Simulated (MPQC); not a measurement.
# KMLYP/STO-3G(d) run of AlHCl2 (SMILES [Cl][AlH][Cl])

What is the vertical ionisation energy of AlHCl2 at KMLYP/STO-3G*? 

Program for the calculation: MPQC 2.3.1.

6 further runs of the same task are left out: 1 that didn't finish, 5 set aside as unsound or not needed.

## Step 1: The structure to begin with

AlHCl2 has 4 atoms, charge 0, and is taken as a singlet. As SMILES, `[Cl][AlH][Cl]`. The shape comes from GFN2-xTB, which is rough for such elements, and wasn't checked as a minimum.

Bond lengths: Cl1–Al2 2.023 Å, Al2–Cl3 2.023 Å, Al2–H4 1.522 Å. Angles: Cl1–Al2–Cl3 124.1°, Cl1–Al2–H4 117.9°, Cl3–Al2–H4 118.0°.

## Step 2: Energy and forces at KMLYP/STO-3G(d)

Contents of mol.in:

```
% AlCl2H
molecule<Molecule>: (
  symmetry = c1
  unit = angstrom
  { atoms geometry } = {
    Cl [ -1.235530     0.698500     1.381720 ]
    Al [ 0.074290     0.053700    -0.018640 ]
    Cl [ -0.121060    -1.680270    -1.042320 ]
    H  [ 1.282300     0.928070    -0.320760 ]
  }
)
basis<GaussianBasisSet>: (
  name = "STO-3G*"
  molecule = $:molecule
)
mpqc: (
  checkpoint = no
  savestate = no
  restart = no
  do_energy = yes
  do_gradient = yes
  optimize = no
  mole<CLKS>: (
    molecule = $:molecule
    basis = $:basis
    total_charge = 0
    memory = 1000000000
    print_evals = yes
    print_npa = yes
    maxiter = 100
    functional<StdDenFunctional>: ( name = "KMLYP" )
    guess_wavefunction<CLHF>: (
      molecule = $:molecule
      total_charge = 0
      memory = 1000000000
      value_accuracy = 1e-3
      basis<GaussianBasisSet>: (
        name = "3-21G"
        molecule = $:molecule
      )
    )
  )
)
```

Run with:

```
$ mpqc mol.in > mol.out
```

Standard output (excerpt; [...] marks lines left out):

```text
MPQC: Massively Parallel Quantum Chemistry
[...]
  Integrated electron density error = 0.001006223566
  iter     1 energy = -1149.6621178993 delta = 3.35619e-01
  Integrated electron density error = 0.000187776309
  iter     2 energy = -1149.7519354721 delta = 1.75596e-02
[...]
  Integrated electron density error = -0.000030275244
  iter     8 energy = -1149.7673339928 delta = 8.23096e-07
  Integrated electron density error = -0.000030275243
  iter     9 energy = -1149.7673339942 delta = 2.31308e-07
  Integrated electron density error = -0.000030275242
  iter    10 energy = -1149.7673339941 delta = 4.38706e-08
[...]
  LUMO is    25   A =   0.160355
  total scf energy = -1149.7673339941
[...]
  Integrated electron density error = -0.000030275678
  Total Gradient:
[...]
Value of the MolecularEnergy: -1149.7673339941
  Gradient of the MolecularEnergy:
      1   -0.0121289131
      2    0.0108353994
      3    0.0162289835
      4   -0.0073344240
      5   -0.0053587857
      6    0.0017340803
      7    0.0018007535
      8   -0.0182761004
      9   -0.0135564448
     10    0.0176625836
     11    0.0127994867
     12   -0.0044066191
[...]
        symmetry = c1
[...]
```

Run time: 4.2 s. Hardware: 1 thread of Arm Neoverse V1, shared host.

## Step 3: The doublet cation

Contents of run.in:

```
% emacs should use -*- KeyVal -*- mode
molecule<Molecule>: (
    symmetry = c1
    unit = angstrom
    { atoms geometry } = {
        Cl [ -1.235530     0.698500     1.381720 ]
        Al [ 0.074290     0.053700    -0.018640 ]
        Cl [ -0.121060    -1.680270    -1.042320 ]
        H  [ 1.282300     0.928070    -0.320760 ]
    }
)
basis<GaussianBasisSet>: (
    name = "STO-3G*"
    molecule = $:molecule
)
mpqc: (
    checkpoint = no
    savestate = no
    restart = no
    do_energy = yes
    do_gradient = yes
    optimize = no
    mole<UKS>: (
        molecule = $:molecule
        basis = $:basis
        total_charge = 1
        multiplicity = 2
        memory = 1000000000
        print_evals = yes
        print_npa = yes
        maxiter = 100
        functional<StdDenFunctional>: ( name = "KMLYP" )
        guess_wavefunction<UHF>: (
            molecule = $:molecule
            total_charge = 1
            multiplicity = 2
            memory = 1000000000
            value_accuracy = 1e-3
            basis<GaussianBasisSet>: (
                name = "3-21G"
                molecule = $:molecule
            )
        )
    )
)
```

Run with:

```
$ mpqc -o run.out run.in
```

Standard output (excerpt; [...] marks lines left out):

```text
MPQC: Massively Parallel Quantum Chemistry
[...]
  Integrated electron density error = 0.000978577855
  iter     1 energy = -1149.2569037307 delta = 3.31332e-01
  Integrated electron density error = 0.000977021790
  iter     2 energy = -1149.3653312393 delta = 1.42767e-02
[...]
  Integrated electron density error = -0.000029919386
  iter    61 energy = -1149.3795867252 delta = 4.97982e-08
  Integrated electron density error = -0.000029919385
  iter    62 energy = -1149.3795867254 delta = 2.35027e-08
  Integrated electron density error = -0.000029919385
  iter    63 energy = -1149.3795867260 delta = 1.61622e-08
[...]
  <S^2>      = 0.764310
  total scf energy = -1149.3795867260
[...]
  Integrated electron density error = -0.000029919769
  Total Gradient:
[...]
Value of the MolecularEnergy: -1149.3795867260
  Gradient of the MolecularEnergy:
      1   -0.0186245793
      2    0.0023381745
      3    0.0152990377
      4    0.0354411880
      5    0.0256340073
      6   -0.0089447554
      7   -0.0073474642
      8   -0.0211169720
      9   -0.0087218632
     10   -0.0094691446
     11   -0.0068552098
     12    0.0023675810
[...]
        symmetry = c1
[...]
        nbasis = 43
[...]
      nalpha = 24
      nbeta = 23
[...]
```

Run time: 29 s. Hardware: 1 thread of Arm Neoverse V1, shared host.

## Step 4: Results

At KMLYP/STO-3G*:

```
                                          quantity           value
                      singlet AlHCl2: total energy  -1149.76733 Eh
                       singlet AlHCl2: HOMO energy        -8.95 eV
                       singlet AlHCl2: LUMO energy         4.36 eV
                     singlet AlHCl2: HOMO–LUMO gap        13.32 eV
          singlet AlHCl2: largest force on an atom      1.181 eV/Å
                      doublet cation: total energy  -1149.37959 Eh
                              doublet cation: ⟨S²⟩           0.764
          doublet cation: largest force on an atom      2.296 eV/Å
vertical ionisation energy (to the doublet cation)       10.551 eV
```

Removing an electron at fixed nuclei costs 10.55 eV (1018 kJ/mol). The largest force (singlet AlHCl2) is 1.18 eV/Å: the shape isn't a stationary point for this species at this level. The negative HOMO energy of the first species, 8.95 eV, lies 1.60 eV below that difference. In a minimal basis such a difference can be off by several eV, whatever the method.
